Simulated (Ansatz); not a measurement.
C$_{5}$H$_{12}$S, SMILES `CCC(C)CS`, 18 atoms. The species carries charge 0 and has multiplicity 1. Hardware: A = 2 threads of an AMD EPYC 7R13 on a shared host; B = 2 threads of an AMD EPYC 7R13 on a shared host and a share of an NVIDIA H100 80 GB. Correlated methods freeze the cores. Open-shell runs search over several starts.

Question: Give the basis size and wall time and peak host memory of each of these runs in Ansatz. RHF-MP2/def2-QZVPP energy [B]; RKS ωB97X-V/def2-TZVPP energy [B]; RKS LC-ωPBE/def2-TZVPP energy [B]; RKS PBE0-D4/def2-QZVPP energy [B]; UKS B2PLYP (frozen core)/def2-TZVPP energy of the cation [B]; RKS BHLYP-D4/def2-TZVPP energy [B]; UKS r2SCAN-D4/def2-TZVPP energy of the cation [B]; RKS PBE0-D4/def2-SVP energy [A]; UHF-CCSD(T)/def2-TZVPP energy of the cation [B]; UHF-MP2/def2-QZVPP energy of the cation [B]; UKS B3LYP-D4/def2-TZVPP energy of the cation [B]; UKS ωB97X-V/def2-TZVPP energy of the cation [B]. (An estimate is asked.)

Answer: Ansatz gave: Other jobs shared the machine, so times are rough.

| level | job | functions | wall time | peak host memory (GiB) |
| --- | --- | --- | --- | --- |
| RKS PBE0-D4/def2-SVP | energy [A] | 148 | 3.2 s | 0.66 |
| RKS PBE0-D4/def2-QZVPP | energy [B] | 715 | 3.2 s | 1.2 |
| UKS B3LYP-D4/def2-TZVPP | energy of the cation [B] | 365 | 3.8 s | 0.94 |
| RKS LC-ωPBE/def2-TZVPP | energy [B] | 365 | 4.1 s | 0.91 |
| RHF-MP2/def2-QZVPP | energy [B] | 715 | 4.1 s | 1.3 |
| RKS BHLYP-D4/def2-TZVPP | energy [B] | 365 | 4.1 s | 0.89 |
| UHF-MP2/def2-QZVPP | energy of the cation [B] | 715 | 7.5 s | 1.4 |
| UKS r2SCAN-D4/def2-TZVPP | energy of the cation [B] | 365 | 7.5 s | 1 |
| UKS B2PLYP (frozen core)/def2-TZVPP | energy of the cation [B] | 365 | 8 s | 1.7 |
| RKS ωB97X-V/def2-TZVPP | energy [B] | 365 | 8.5 s | 0.96 |
| UKS ωB97X-V/def2-TZVPP | energy of the cation [B] | 365 | 8.5 s | 1.1 |
| UHF-CCSD(T)/def2-TZVPP | energy of the cation [B] | 365 | 89 s | 1.7 |

B3LYP here is the variant with VWN-RPA as its local correlation; programs differ in this. LC-ωPBE has ω = 0.4 bohr⁻¹.
